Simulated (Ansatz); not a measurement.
# BSiHCl (doublet): wave-function methods side by side at a displaced geometry (v1), cc-pVDZ

The task here is to estimate one member of a computed series from the others.

Program: Ansatz 0.2.0, Gaussian basis. Level of theory: cc-pVDZ, core rule «outside noble gas», up to 11 orbitals frozen. These are calculated values, not measurements.

The runs, in order: UHF; CCSD(T) on ROHF; CCSD(T) on UHF; BCCD(T) on ROHF; CISD as a restricted active space (open shells left free, so some higher excitations enter); CCSDT(Q) on ROHF; CCSDT(Q) on UHF; CASSCF and MRCISD+Q, 9 electrons in 9 orbitals; CASSCF and NEVPT2, 9 electrons in 9 orbitals.

17 further runs of the same task are left out: 5 that didn't finish, 12 set aside as unsound or not needed. Runs told in other sessions of the task aren't counted.

**The geometry**

The geometry is a PBE0/def2-TZVP stationary point (not a proven minimum) with its atoms shifted at random (size 0.040 Å).

4 atoms, charge 0, spin multiplicity 2.

Atoms are counted from 1 here; the program's logs count them from 0.

Bond lengths: B1–Si2 2.006 Å, Si2–Cl3 2.070 Å, Si2–H4 1.486 Å. Angles: B1–Si2–Cl3 129.1°, B1–Si2–H4 124.6°, Cl3–Si2–H4 106.3°.

Set-up of the first run:

File in.yaml:

```yaml
crystal:
  periodic: [false, false, false]
  atoms:
    - {symbol: B, position_ang: [-0.021119, -0.788828, 2.327750]}
    - {symbol: Si, position_ang: [-0.021952, 0.396180, 0.709483]}
    - {symbol: Cl, position_ang: [0.026012, -0.126785, -1.293212]}
    - {symbol: H, position_ang: [-0.076765, 1.881089, 0.750780]}
basis:
  gaussian: {orbitals: cc-pVDZ}
magnetization: {spin_polarized: true, initial_magnetization: 1}
hamiltonian: {xc: hf}
output: {orbitals: {seedname: orbitals}}
```

The run is started by

```sh
ansatz run in.yaml --threads 1 --pin off --events-out ev --progress --plain --max-ram 2393MiB
```

Steps of the session up to this table: UHF; CCSD(T) on ROHF; CCSD(T) on UHF; BCCD(T) on ROHF; CISD as a restricted active space (open shells left free, so some higher excitations enter); CCSDT(Q) on ROHF; CCSDT(Q) on UHF; CASSCF and MRCISD+Q, 9 electrons in 9 orbitals; CASSCF and NEVPT2, 9 electrons in 9 orbitals.

One table of the session follows, with a row left open; its other results are not shown here.

```
   method  from RCCSDT(Q) (kcal/mol)
     ROHF                    +208.95
      UHF                    +198.59
     RMP2                     +38.01
     UMP2                     +39.37
     CISD                     +32.06
    RCCSD                      +7.98
    UCCSD                      +8.42
 RCCSD(T)                      +1.64
 UCCSD(T)                      +2.20
  BCCD(T)                      +1.59
   RCCSDT                          ?
   UCCSDT                      +0.58
RCCSDT(Q)                          0
UCCSDT(Q)                      -0.01
```

**Question.** Estimate the row for RCCSDT.

The run gave: from RCCSDT(Q) (kcal/mol): +0.49. In the column «from RCCSDT(Q) (kcal/mol)» it lies between RCCSDT(Q) (0) and UCCSDT (+0.58).

Left out of the table: CASSCF frontier, NEVPT2 frontier, MRCISD frontier, MRCISD+Q frontier (the active space lost an orbital or holds another state than full CI finds).

Caveats from the session: The determinant of HF (⟨S²⟩ 1.43) is far from a pure spin state, so its energy mixes those of several spin states; that is harmless only where they are near-degenerate. The determinant of CCSD(T) (⟨S²⟩ 1.43) is far from a pure spin state, so its energy mixes those of several spin states; high orders of coupled cluster remove much of that, low ones don't. The determinant of CCSDT(Q) (⟨S²⟩ 1.43) is far from a pure spin state, so its energy mixes those of several spin states; high orders of coupled cluster remove much of that, low ones don't. Restricted and unrestricted rows rest on different reference determinants; a gap between their highest levels can come from leftover correlation error, from unlike frozen cores or from another state. Warnings in the runs' records: passed over end.
